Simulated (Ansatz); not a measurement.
Input file:

```yaml
crystal:
  periodic: [false, false, false]
  atoms:
    - {symbol: Ge, position_ang: [0.000000, 0.000000, 0.000000]}
    - {symbol: B, position_ang: [0.000000, 0.000000, 1.840600]}
basis:
  gaussian: {orbitals: aug-cc-pVDZ}
total_charge: -1
correlation: {method: sc_nevpt2, electrons: outside_noble_gas, active_space: {window: {electrons: 8, orbitals: 8}, shells: [{species: B, l: s, shell: 2}, {species: B, l: p, shell: 2}, {species: Ge, l: s, shell: 4}, {species: Ge, l: p, shell: 4}]}}
```

```sh
$ ansatz run in.yaml --threads 1 --pin off --events-out ev --progress --plain --max-ram 2816MiB --backend cpu
```

Log:

```
1020 factors; integrals over basis functions are off by at most 1.3e-7 eV
mean field evaluation 1: about -57138.5483 eV, gradient 1.1e1 eV
mean field evaluation 2: about -57138.5570 eV, gradient 1.1e1 eV
mean field evaluation 4: about -57139.5609 eV, gradient 2.7e0 eV
mean field evaluation 8: about -57139.6468 eV, gradient 5.6e-1 eV
mean field evaluation 16: about -57139.6588 eV, gradient 9.6e-5 eV
mean field evaluation 32: about -57139.6980 eV, gradient 1.1e0 eV
mean field evaluation 64: about -57130.9949 eV, gradient 5.2e0 eV
mean field evaluation 96: about -57139.8018 eV, gradient 4.8e-6 eV
mean field evaluation 128: about -57133.5921 eV, gradient 4.0e-6 eV
mean field evaluation 160: about -57139.6587 eV, gradient 7.9e-2 eV
mean field evaluation 192: about -57139.8128 eV, gradient 2.0e-1 eV
mean field evaluation 224: about -57123.7658 eV, gradient 2.9e1 eV
mean field evaluation 256: about -57138.5483 eV, gradient 1.1e1 eV
mean field -57139.85834460 eV, -2099.8510633768 hartree, gradient 5.3e-6 eV, S^2 0.000000; 16 other end points of the search recorded, 0 dependent functions left out; unrestricted orbitals would lower it
reference -57139.85834460 eV, -2099.8510633768 hartree; 19, 19 occupied and 40, 40 virtual orbitals, 1020 factors
state -57143.03750609 eV, -2099.9678954067 hartree
state -57143.03750609 eV, -2099.9678954067 hartree; corrected -57145.31074142 eV, -2100.0514352642 hartree
Total energy: -57145.31074142 eV, -2100.0514352642 hartree
Checks for a lower state left out: starts, orbital_swaps
```

Natural occupations: 1.9808 1.8909 1.8909 1.8136 0.1787 0.1138 0.1138 0.0175.

Ran on 1 thread of AMD EPYC 7R13, shared host: 8 s wall, 0.22 GiB peak host memory.
